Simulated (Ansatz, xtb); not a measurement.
**A geometry optimisation of FNS2 with r2SCAN-D4/def2-SVP**

The starting geometry of this gas-phase singlet has its atoms placed at random.

```tsv
atom	x (Å)	y (Å)	z (Å)
F	-0.9966	-1.3345	0.0229
N	1.1817	0.7144	0.0021
S	0.7403	-0.1123	-1.1799
S	-1.5611	0.3771	-0.4961
```

Q: One run relaxed it with r2SCAN-D4/def2-SVP. What is a likely outcome?

A: It ends as `N#SSF`. Contacts that close: F1–S4 (1.88 → 1.65 Å), S3–S4 (2.45 → 2.33 Å).

The energy falls by 1.58 eV over 11 steps:

| step | E − E(last) (eV) |
| --- | --- |
| 1 | 1.576 |
| 2 | 0.909 |
| 3 | 0.618 |
| 4 | 0.494 |
| 5 | 0.346 |
| 7 | 0.014 |
| 8 | 0.001 |
| 9 | 0.000 |
| 10 | 0.000 |
| 11 | 0.000 |

Final geometry (Å):

```xyz
4

F    -1.5985   -1.5092   -0.3174
N     1.6807    1.0989   -0.5413
S     0.7968   -0.0840   -0.4850
S    -1.5147    0.1390   -0.3073
```

From the same start GFN2-xTB reaches the same bonding as this run.

From so rough a start the end depends on the optimiser's path, so another program may land elsewhere. The end wasn't checked by frequencies. Run with Ansatz 0.2.0, 9.9 s on 2 threads of Intel(R) Xeon(R) Processor @ 2.70GHz (shared host).
